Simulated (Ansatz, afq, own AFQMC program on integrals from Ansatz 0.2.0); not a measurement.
# AlH (singlet): quantum Monte Carlo beside coupled cluster at distance Al1–H2 = 1.483 Å, cc-pVTZ

An exercise on one series of results from a longer session: the logs are not shown, and one member is left open.

Program: Ansatz 0.2.0, Gaussian basis, and an in-house AFQMC program (afq) on its integrals; all values are calculated. Level of theory: cc-pVTZ, frozen cores. These are calculated values, not measurements.

The runs, in order: Full CI; PBE (unrestricted); r2SCAN (unrestricted); CCSD(T) on RHF; PBE0 (unrestricted); B3LYP (unrestricted); wB97M-V (unrestricted); B2PLYP (unrestricted); Full CI; CCSDT(Q) on RHF; Phaseless AFQMC, CISD trial on RHF; Phaseless AFQMC, single-determinant trial on RHF; Free-projection AFQMC, CISD trial on RHF; Phaseless AFQMC, CISD trial on RHF; UHF; CCSD(T) on UHF; Full CI; CCSDT(Q) on UHF; Phaseless AFQMC, CISD trial on UHF; Phaseless AFQMC, single-determinant trial on UHF; Free-projection AFQMC, CISD trial on UHF; Phaseless AFQMC, CISD trial on UHF.

3 further runs of the same task are left out: 3 that didn't finish.

**The system**

The geometry derives from a PBE0/def2-TZVP stationary point (not a proven minimum). One bond is set to the value named and the two fragments are kept rigid.

2 atoms, charge 0, spin multiplicity 1.

Atoms are counted from 1 here; the program's logs count them from 0.

Bond lengths: Al1–H2 1.483 Å.

Set-up of the first run:

in.yaml reads:

```yaml
crystal:
  periodic: [false, false, false]
  atoms:
    - {symbol: Al, position_ang: [0.000000, 0.000000, 0.000000]}
    - {symbol: H, position_ang: [0.000000, 0.000000, 1.483000]}
basis:
  gaussian: {orbitals: cc-pVTZ}
correlation: {method: fci, electrons: outside_noble_gas}
```

The run is started by

```
$ ansatz run in.yaml --threads 1 --pin off --events-out ev --progress --plain --max-ram 16896MiB --backend cuda --devices 0, --max-vram 18GiB
```

Steps of the session up to this table: Full CI; PBE (unrestricted); r2SCAN (unrestricted); CCSD(T) on RHF; PBE0 (unrestricted); B3LYP (unrestricted); wB97M-V (unrestricted); B2PLYP (unrestricted); CCSDT(Q) on RHF; Phaseless AFQMC, CISD trial on RHF; Phaseless AFQMC, single-determinant trial on RHF; Free-projection AFQMC, CISD trial on RHF; Phaseless AFQMC, CISD trial on RHF (settings varied); UHF; CCSD(T) on UHF; CCSDT(Q) on UHF; Phaseless AFQMC, CISD trial on UHF; Phaseless AFQMC, single-determinant trial on UHF; Free-projection AFQMC, CISD trial on UHF; Phaseless AFQMC, CISD trial on UHF (settings varied).

One table of the session follows, with a row left open; its other results are not shown here.

On the RHF determinant, counted from full CI (exact for this spin and basis):

```
                                                              level  from full CI (kcal/mol)
                                                                 HF                   +52.84
                                                                MP2                   +13.76
                                                               CCSD                    +1.10
                                                            CCSD(T)                    +0.25
                                                           CCSDT(Q)                    +0.01
                                                            full CI                     0.00
              Phaseless AFQMC, CISD trial, step 0.005, 4000 walkers                    +0.09
Phaseless AFQMC, single-determinant trial, step 0.005, 4000 walkers                        ?
         Free-projection AFQMC, CISD trial, step 0.03, 4000 walkers                    -0.03
                 Phaseless AFQMC, CISD trial, step 0.01, 10 walkers                    +0.10
```

Estimate the missing values for Phaseless AFQMC, single-determinant trial, step 0.005, 4000 walkers.

As computed: from full CI (kcal/mol): -0.23. In the column «from full CI (kcal/mol)» it is the lowest.

Limits of these values: On UHF the phaseless walk with the CISD trial lies +0.05 kcal/mol from CCSDT(Q), within three error bars.
